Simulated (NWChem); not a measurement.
# S, triplet

All runs: NWChem. Spin-unrestricted. Medium grid unless said otherwise, to which SCAN and Minnesota functionals are sensitive. The open p shell is one determinant without spherical averaging. No stability test was run on the SCF state. Total energies of different functionals are on different scales.

```tsv
level	energy (Ha)	highest occupied level (eV)	lowest empty minus highest occupied level, either spin (eV)	<S²>
B3LYP/def2-SVP	-397.9952	-6.73	2.27	2.00
PBE/def2-SVP	-397.8006	-5.65	0.38	2.00
B3PW91/def2-SVP	-397.9425	-6.83	2.46	2.00
LC-BLYP (range parameter 0.33 per bohr)/def2-SVP	-397.7519	-9.30	7.46	2.00
M05-2X/def2-SVP	-397.9694	-8.33	5.06	2.00
OLYP/def2-SVP	-397.9911	-5.47	0.37	2.00
B97-2/def2-SVP	-398.0023	-6.76	2.23	2.00
MN15-L/def2-SVP	-397.9003	-6.06	1.60	2.01
PW91/def2-SVP	-397.9598	-5.69	0.36	2.00
LRC-wPBEh/def2-SVP	-397.8419	-8.97	6.76	2.00
HCTH/407/def2-SVP	-398.0288	-5.72	0.28	2.00
```
